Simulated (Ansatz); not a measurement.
Two shapes of doublet H2Cl2(+) in separate pieces.

Shape 1:

```xyz
4

Cl    0.0000    0.0000    0.0000
H     0.0000    1.2750    0.0000
Cl    0.0000    0.0000    6.0000
H     0.0000    1.2750    6.0000
```

Shape 2:

```xyz
4

Cl    0.0000    0.0000    0.0000
H     0.0000    1.2750    0.0000
Cl    0.0000    0.0000    3.0000
H     0.0000    1.2750    3.0000
```

Basis set: cc-pVDZ (spherical functions). Correlated methods keep 10 orbitals frozen. Correlation on ROHF uses semicanonical orbitals with singles. Charge 1, multiplicity 2.

Computed with Ansatz (development build ahead of 0.2.0); the reference of a correlated method needn't be the lowest determinant of its kind.

Task: Which shape is lower in energy, and by how much in each method?

Result:

| method | E(2) − E(1) (eV) |
| --- | --- |
| ROHF-CCSD | -0.943 |
| UHF-CCSD | -0.946 |
| ROHF-CCSD(T) | -0.998 |
| UHF-CCSD(T) | -0.997 |

Shape 2 is lower. Caution: the reference determinant was not shown to be the lowest; the charge can sit on one fragment and break the point group.
